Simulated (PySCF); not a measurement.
# Isomers of C3H5N: computed energies against enthalpies of formation

**Measured values to compare with.**

CRC Handbook of Chemistry and Physics lists, for the gas at 298.15 K: enthalpy of formation of `CCC#N` (ethyl cyanide) 51.7 kJ/mol; enthalpy of formation of `[C-]#[N+]CC` (ethyl isocyanide) 141.7 kJ/mol.

The runs below try to reproduce these values; the comparison stands at the end.

Differences of these values give the isomerisation enthalpies. Geometries: PBE0-D3(BJ)/def2-SVP; runs in PySCF, gas phase, with a dispersion term only where the level names one. Total electronic energies (Eh):

| SMILES | PBE0-D3(BJ)/def2-SVP |
| --- | --- |
| CCC#N | -171.73334 |
| [C-]#[N+]CC | -171.70001 |

Zero-point and thermal terms are left out, so the computed numbers are electronic energies.

**Comparison with experiment**

Relative to `CCC#N`, the lowest by measurement, in kJ/mol (measured: enthalpies at 298.15 K; computed: electronic energies):

```json
{"SMILES": "CCC#N", "measured": "0.0", "PBE0-D3(BJ)/def2-SVP": "0.0"}
{"SMILES": "[C-]#[N+]CC", "measured": "90.0", "PBE0-D3(BJ)/def2-SVP": "87.5"}
```

Measured values: 51.7 kJ/mol (298.15 K; CRC Handbook of Chemistry and Physics) for the first row; the others come from the same table. Unsigned miss: PBE0-D3(BJ)/def2-SVP 2.5 kJ/mol. Where a level misses, the cause wasn't examined.
